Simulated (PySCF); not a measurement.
# Choosing a basis for TDDFT

Sulfur difluoride, SF2.
Bonds: F1–S2, S2–F3.

TDDFT with PBE0 (PySCF), vertical singlets, core orbitals frozen in the response, spherical d and f functions. Geometry: PBE0-D3(BJ)/def2-SVP; no solvent, vibrations or thermal averaging.

| basis | functions | diffuse | S1 (eV) | S2 (eV) | S3 (eV) | S4 (eV) | S5 (eV) | LUMO (eV) | α (au) |
| --- | --- | --- | --- | --- | --- | --- | --- | --- | --- |
| 6-31G* | 46 | no | 3.53 | 4.90 | 8.72 | 8.88 | 9.02 | -1.40 | 15.8 |
| def2-SVP | 46 | no | 3.64 | 5.01 | 8.86 | 9.01 | 9.20 | -1.44 | 15.0 |
| 6-31+G* | 58 | yes | 3.42 | 4.60 | 6.86 | 8.06 | 8.32 | -2.04 | 19.7 |
| def2-SVPD | 73 | yes | 3.45 | 4.63 | 7.01 | 8.18 | 8.26 | -2.04 | 23.6 |
| aug-cc-pVDZ | 73 | yes | 3.46 | 4.58 | 7.03 | 8.00 | 8.18 | -1.93 | 22.9 |
| def2-TZVP | 99 | no | 3.39 | 4.68 | 8.92 | 8.95 | 9.26 | -1.82 | 18.7 |
| def2-TZVPD | 126 | yes | 3.34 | 4.55 | 6.79 | 7.56 | 7.73 | -1.99 | 24.1 |
| aug-cc-pVTZ | 142 | yes | 3.41 | 4.58 | 6.85 | 7.75 | 7.91 | -1.94 | 23.8 |

How much do these states and the polarisability depend on the basis?

States are compared by their number. Against the largest diffuse basis here (aug-cc-pVTZ, itself not a converged limit), sets without diffuse functions differ by up to 0.23 eV in S1 and 1.36 eV in S5; the smaller diffuse sets differ by up to 0.07 and 0.41 eV. State by state, the largest deviation of a set without diffuse functions is S1 0.23, S2 0.43, S3 2.08, S4 1.26, S5 1.36 eV. The same number needn't mean the same state in each row. Against aug-cc-pVTZ the polarisability deviates by -34% in 6-31G*, -37% in def2-SVP, -17% in 6-31+G*, -1% in def2-SVPD, -4% in aug-cc-pVDZ, -21% in def2-TZVP, +1% in def2-TZVPD.
